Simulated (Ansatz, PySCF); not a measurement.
Molecule: HO₂, charge 0, multiplicity 2. It need not be the lowest isomer of its formula. 
Coordinates optimised at B3LYP-D3(BJ)/def2-TZVP (Ansatz, an electronic-structure program):
SMILES: O[O]
```xyz
3

O      0.0587     0.7153    -0.0516
O      0.0423    -0.6096    -0.0011
H     -0.8076    -0.8455     0.4215
```
Charge 0, spin multiplicity 2.

Total electronic energies in hartree. Correlated levels leave the core frozen unless marked. Open shells are spin-unrestricted. Spin-orbit coupling is left out. No relativistic terms. CBS(X,Y): correlation extrapolated as X^-3; Hartree-Fock from the larger set.

```json
[
 {"level": "RI-HF/def2-TZVPP", "program": "Ansatz", "energy (Eh)": "-150.24434"},
 {"level": "B3LYP-D4/def2-TZVPD", "program": "Ansatz + dftd4", "energy (Eh)": "-150.97864"},
 {"level": "PBE0-D3(BJ)/def2-TZVP", "program": "Ansatz + dftd3", "energy (Eh)": "-150.81704"},
 {"level": "TPSSh-D3(BJ)/def2-TZVPD", "program": "PySCF + dftd3", "energy (Eh)": "-150.97748"},
 {"level": "LC-wPBE-D3(BJ)/def2-TZVPD", "program": "Ansatz + dftd3", "energy (Eh)": "-150.88952"},
 {"level": "B2PLYP-D3(BJ)/def2-TZVPD", "program": "Ansatz + dftd3", "energy (Eh)": "-150.87939"},
 {"level": "CCSD/6-31G*", "program": "Ansatz", "energy (Eh)": "-150.51745"},
 {"level": "CCSD(T)/def2-SVP", "program": "Ansatz", "energy (Eh)": "-150.42091"},
 {"level": "CCSD(T)/CBS(aug-cc-pVTZ,aug-cc-pVQZ)", "program": "Ansatz", "energy (Eh)": "-150.7863"}
]
```

Totals of different functionals don't rank their quality; only differences between species are comparable.
